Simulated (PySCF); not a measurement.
## Complete the spectrum of C6H10

Species: C6H10.
InChI=1S/C6H10/c1-4-6(3)5-2/h4-5H,1H2,2-3H3/b6-5+

Theory: TDDFT B3LYP/def2-SVPD, vertical, gas phase, core orbitals frozen in the response (PySCF). One conformer (not necessarily the lowest) at the GFN2-xTB geometry, without solvent, vibrations or thermal averaging. Torsions of this conformer, `[CH2:1]=[CH:2]/[C:3]([CH3:4])=[CH:5]/[CH3:6]`: C1–C2–C3–C4 0°.

Lowest singlets, with some entries withheld (?).

| state | λ (nm) | f | main configurations (H = HOMO, L = LUMO) |
| --- | --- | --- | --- |
| S1 | 220.0 | 0.704 | H→L (97%) |
| S2 | 212.3 | 0.0048 | H→L+1 (98%) |
| S3 | 192.1 | 0.0040 | H→L+3 (53%), H→L+2 (45%) |
| S4 | 189.6 | 0.0092 | H→L+2 (54%), H→L+3 (44%) |
| S5 | ? | 0.0033 | H-1→L (53%), H→L+4 (46%) |
| S6 | ? | 0.0009 | H-2→L (98%) |
| S7 | ? | 0.013 | H→L+5 (94%) |
| S8 | ? | 0.0001 | H→L+6 (95%) |

Q: What stands in place of each question mark?

A: 
- S5: λ = 182.9 nm
- S6: λ = 173.8 nm
- S7: λ = 171.4 nm
- S8: λ = 167.1 nm

Q: How far apart are S2 and S6, in eV and cm⁻¹?

A: 7.133 − 5.839 = 1.294 eV, or about 10430 cm⁻¹.

Q: What is the mean static polarisability from the same response equations?

A: 80.1 au (11.86 Å³), with principal values 53.0, 69.5 and 117.7 au.

Q: Where do the lowest triplets lie (Tamm–Dancoff)?

A: T1 3.29 eV, H→L (96%); T2 5.12 eV, H-1→L (63%), H→L+4 (32%); T3 5.77 eV, H→L+1 (97%). E(S1) − E(T1) = +2.34 eV.

On an x86-64 server with one thread, on a shared host, this took 25 s.
